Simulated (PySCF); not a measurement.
The isolated species `FC(F)C=S` is ionised with Al Kα (hν = 1486.6 eV). Calculated photoelectron kinetic energies of its computed core levels, recoil neglected:

| line | kinetic energy (eV) |
| --- | --- |
| 1 | 1193.75 |
| 2 | 1190.36 |
| 3 | 792.90 |

Theory: PySCF 2.14.0, delta-SCF UKS SCAN, pcX-2 on the ionised atom, pcseg-1 elsewhere, spin-free X2C.

Task: Which element, shell and site does each line come from? Numbering: `[F:1][CH:2]([F:3])[CH:4]=[S:5]`.

Result: Against the vacuum level, binding energy = hν − kinetic energy.

```csv
line,binding energy (eV),level,atoms,environment
1,292.85,C 1s,C4,thiocarbonyl carbon
2,296.24,C 1s,C2,CHF2 carbon
3,693.70,F 1s,F1/F3,fluorine of a CF2 group
```

Out of reach at this photon energy: S 1s (2477.9 eV).

Task: Where does line 2 move with hν = 800.0 eV?

Result: To 800.0 − 296.24 = 503.76 eV; every photoline shifts by the change in photon energy, -686.6 eV.

The listed C 1s values span 3.39 eV, from C4 (bonded to S (double bond), C and H) to C2 (bonded to 2 F, C and H). Summing the Pauling electronegativity differences to the bonded atoms, each weighted by its formal bond order, gives -0.29 for the lowest site and +2.51 for the highest.

Task: Which photon energy gives electrons from F 1s of F1/F3 a kinetic energy of 200 eV, and what is their de Broglie wavelength?

Result: hν = 693.70 + 200 = 893.70 eV, recoil neglected; λ = 12.264 Å/√(E/eV) = 0.87 Å.

Other core shells, valence and Auger electrons aren't listed. Atoms equivalent by their bonding share one computed value, that of the first of them. Not every level is listed. The unrestricted hole states depart most from a pure doublet (⟨S²⟩ = 0.75; over 0.85 named) for C 1s of C4 (0.98), which makes this value less certain. The structure is a single PBE0-D3(BJ)/def2-SVP conformer in the gas phase; no vibrational or solvent corrections.

The run took 20 s on one thread of an Arm Neoverse V2, shared host.

Conformer computed: `[F:1][CH:2]([F:3])[CH:4]=[S:5]`: F1–C2–C4–S5 -122°.
